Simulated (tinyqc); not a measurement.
UHF in the sto-3g basis, for OH+, spin multiplicity 3, step by step. One step of it, computed by the program tinyqc.

Task: Orthogonalisation. S = U s U^T; symmetric (Loewdin) form X = U s^(-1/2) U^T, so that X^T S X = 1.

overlap S, lower triangle:
```
           1O 1s     1O 2s    1O 2px    1O 2py    1O 2pz     2H 1s
1O 1s   1.000000
1O 2s   0.236704  1.000000
1O 2px  0.000000  0.000000  1.000000
1O 2py  0.000000  0.000000  0.000000  1.000000
1O 2pz  0.000000  0.000000  0.000000  0.000000  1.000000
2H 1s   0.053113  0.470355  0.000000  0.000000  0.391078  1.000000
```

Give: eigenvalues of S; X.

Result:

eigenvalues of S: 0.3737  0.8397  1.0000  1.0000  1.1300  1.6566

X, lower triangle:
```
          1O 1s    1O 2s  1O 2px  1O 2py   1O 2pz   2H 1s
1O 1s    1.0232
1O 2s   -0.1339   1.1432
1O 2px   0.0000   0.0000  1.0000
1O 2py   0.0000   0.0000  0.0000  1.0000
1O 2pz  -0.0091   0.0988  0.0000  0.0000   1.0805
2H 1s    0.0242  -0.3205  0.0000  0.0000  -0.2619  1.1980
```
